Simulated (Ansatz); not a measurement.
# CH2BSi: the cost of one run

Method: UKS r2SCAN-D4/STO-3G, in Ansatz 0.2.0.

**1. The starting structure**

Bond lengths: B1–Si2 1.835 Å, Si2–C3 1.764 Å, C3–H4 1.085 Å, C3–H5 1.084 Å. Angles: B1–Si2–C3 175.2°, Si2–C3–H4 123.0°, Si2–C3–H5 123.1°, H4–C3–H5 113.5°.

As a file:

```xyz
5

B     0.7167   -1.7303    2.0263
Si    0.3132   -0.6058    0.6339
C    -0.1952    0.5169   -0.6286
H    -0.9063    0.2516   -1.4034
H     0.0716    1.5675   -0.6282
```

**2. End point A**

The input, input.yaml:

```yaml
crystal:
  periodic: [false, false, false]
  atoms:
    - { symbol: B, position_ang: [0.7167, -1.7303, 2.02629] }
    - { symbol: Si, position_ang: [0.31319, -0.60576, 0.63388] }
    - { symbol: C, position_ang: [-0.19523, 0.51688, -0.62858] }
    - { symbol: H, position_ang: [-0.90627, 0.25165, -1.40342] }
    - { symbol: H, position_ang: [0.07162, 1.56752, -0.62817] }
magnetization:
  spin_polarized: true
  initial_magnetization: 1
basis:
  gaussian: { orbitals: STO-3G }
hamiltonian:
  xc: r2scan
  dispersion: d4
relax:
  f_tol: 0.02
  max_steps: 50
```

Command:

```bash
$ ansatz run input.yaml --threads 1 --pin off --max-ram 2048MiB --backend cpu --events-out ev --progress --plain --runs-dir out
```

Q: Estimate wall time and peak memory on 1 thread of Intel Xeon Platinum 8259CL at 2.50GHz (Skylake/Cascade Lake), shared host.

About 2.1 min, with a peak of 0.17 GiB.
